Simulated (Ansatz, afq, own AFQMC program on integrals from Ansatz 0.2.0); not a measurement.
# Where AFQMC and coupled cluster stand for Sn⁺, quartet

A free Sn cation.

Basis def2-TZVPP with its core potentials. Only valence electrons are correlated. AFQMC by an in-house program on the Cholesky factors that Ansatz 0.2.0 writes for its CCSD(T) run. The CISD trial takes its coefficients from CCSD amplitudes. Released means that phaseless walkers are propagated on without the constraint, phases kept. Free projection: walkers drawn from exp(T), propagated without any constraint. Its projection time is finite, and what remains of the start isn't in its error. ± is one standard error of the sampling. No spin–orbit coupling.

Determinant: ROHF, the one that the program's search chose, which needn't be the lowest solution.

Full CI on the same integrals is exact in this basis and with this determinant's frozen core.

Cautions: no spin-orbit coupling; inner d shell frozen; another spin lies lower (by 5.14 eV).

```
T1 diagnostic                               : 0.0025
weight of the determinant in the CISD state : 0.990
size of the correlated space                : 3 electrons in 41 orbitals
```

Reference: full CI, correlation energy -0.288 eV. The released energy is read at 2.40 1/Eh (meV from the phaseless value at times in 1/Eh: -0.5 ± 0.3 at 0.24, -0.5 ± 0.3 at 0.51, -0.1 ± 0.3 at 0.99, -0.3 ± 0.3 at 1.62, -0.1 ± 0.3 at 2.40).

```tsv
level	E − E(reference) (kJ/mol)	share of correlation (%)
HF	27.8	0.00
MP2	8.7	68.59
CCSD	0.2	99.19
CCSD(T)	0.1	99.76
ph-AFQMC/HF	1.8 ± 0.4	93.69
ph-AFQMC/CISD	0.0 ± 0.03	99.85
released AFQMC	0.0 ± 0.03	99.90
free AFQMC	0.0 ± 0.02	99.87
```

Free projections are given only where their last times agree within the noise and don't stop above the reference; a slow remainder of the start can still hide under it. A walk keeps the symmetry of its determinant, which the program's search chose and which needn't be the lowest solution, so a lower state of the same spin and another symmetry isn't excluded. Released energies are given only where the last usable release times agree within the noise; a slower fall can still hide under it.
